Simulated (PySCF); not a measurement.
# Level of theory and proton affinities: hydrogen peroxide

Structure: `OO` (H2O2). Non-hydrogen atoms are numbered in `[OH:1][OH:2]`.

All levels share the PBE0-D3(BJ)/def2-SVP structures and the PBE0-D3(BJ)/def2-SVP thermal terms; only the single-point energies (PySCF) change. Values are proton affinities (298 K, kJ/mol).

| level | O1 | abs. error | time |
| --- | --- | --- | --- |
| LDA/def2-TZVP | 651 | 14.9 | 3.5 s |
| PBE0-D3(BJ)/6-31+G* | 657 | 9.5 | 1.4 s |
| PBE0-D3(BJ)/def2-SV(P) | 659 | 6.7 | 1.2 s |
| PBE0-D3(BJ)/aug-pcseg-1 | 660 | 6.3 | 2.1 s |
| PBE0-D3(BJ)/pcseg-1 | 661 | 5.5 | 1.4 s |
| PBE0-D3(BJ)/ma-def2-SVP | 663 | 3.7 | 1.5 s |
| CAM-B3LYP-D3(BJ)/def2-TZVP | 663 | 3.0 | 2.8 s |
| BLYP-D3(BJ)/def2-TZVP | 665 | 0.7 | 4.1 s |
| PBE0-D3(BJ)/def2-SVPD | 666 | 0.4 | 2 s |
| M06-2X/def2-TZVP (grid 3) | 666 | 0.3 | 5.6 s |
| ωB97M-D3(BJ)/def2-TZVP (grid 3) | 667 | 1.2 | 5.4 s |
| PBE0-D3(BJ)/aug-cc-pVDZ | 668 | 1.8 | 1.9 s |
| PBE0-D3(BJ)/6-311+G** | 668 | 2.3 | 1.9 s |
| PBE-D3(BJ)/def2-TZVP | 669 | 3.1 | 4 s |
| B3LYP-D3(BJ)/def2-TZVP | 669 | 3.1 | 2.9 s |
| BP86-D3(BJ)/def2-TZVP | 671 | 4.4 | 4 s |
| PBE0-D3(BJ)/def2-TZVPD | 671 | 4.8 | 3.3 s |
| PBE0-D3(BJ)/6-311++G(2d,2p) | 671 | 4.8 | 2.6 s |
| PBE0-D3(BJ)/ma-def2-TZVP | 671 | 5.1 | 2.7 s |
| r2SCAN-D3(BJ)/def2-TZVP (grid 3) | 672 | 6.0 | 8 s |
| M06/def2-TZVP (grid 3) | 673 | 6.3 | 5.8 s |
| BHandHLYP/def2-TZVP | 673 | 6.4 | 2.3 s |
| HSE06/def2-TZVP | 673 | 6.7 | 5.1 s |
| LC-ωPBE/def2-TZVP | 673 | 6.9 | 4.3 s |
| PBE0-D3(BJ)/jun-cc-pV(T+d)Z | 673 | 6.9 | 3.6 s |
| PBE0-D3(BJ)/6-31G | 673 | 7.0 | 1.1 s |
| PBE0-D3(BJ)/aug-cc-pVTZ | 674 | 7.4 | 5.3 s |
| PBE0-D3(BJ)/pcseg-2 | 674 | 7.9 | 3 s |
| PBE0-D3(BJ)/def2-QZVPPD | 674 | 8.0 | 9.5 s |
| PBE0-D3(BJ)/def2-TZVP | 675 | 8.6 | – |
| ωB97X-D3(BJ)/def2-TZVP | 675 | 9.2 | 2.7 s |
| PBE0-D3(BJ)/def2-QZVP | 676 | 9.4 | 7.2 s |
| PBE0-D3(BJ)/def2-TZVPP | 677 | 11.3 | 3.1 s |
| TPSS-D3(BJ)/def2-TZVP (grid 3) | 678 | 12.1 | 7.5 s |
| PBE0-D3(BJ)/6-31G* | 679 | 12.4 | 1.3 s |
| TPSSh-D3(BJ)/def2-TZVP (grid 3) | 680 | 13.3 | 5.9 s |
| M06-L/def2-TZVP (grid 3) | 680 | 14.2 | 7.5 s |
| B97-2/def2-TZVP | 681 | 14.7 | 2.5 s |
| PBE0-D3(BJ)/cc-pVTZ | 682 | 16.1 | 2.8 s |
| HF/def2-TZVP | 686 | 19.9 | 0.79 s |
| PBE0-D3(BJ)/def2-SVP | 688 | 21.5 | 1.4 s |
| PBE0-D3(BJ)/cc-pVDZ | 688 | 22.2 | 1.4 s |
| OPBE/def2-TZVP | 689 | 23.0 | 4 s |
| ATcT 1.112 | 666 |  |  |

Times are wall times for all single points of a level on 1 thread of Arm Neoverse N1, a shared host; the dash marks the run that also made the structures. BLYP, BP86, HSE06, LC-ωPBE, LDA, M06-L, OPBE, PBE, TPSS, r2SCAN ran on a slower path of this set-up, which computes the density-fitting integrals anew in every SCF cycle while the other levels store them. So the times needn't show the usual order of cost, and those levels read slower than they are.

Hartree-Fock leaves out electron correlation, so its proton affinities can be off by tens of kJ/mol.

The spread: 38 kJ/mol, from 651 to 689.
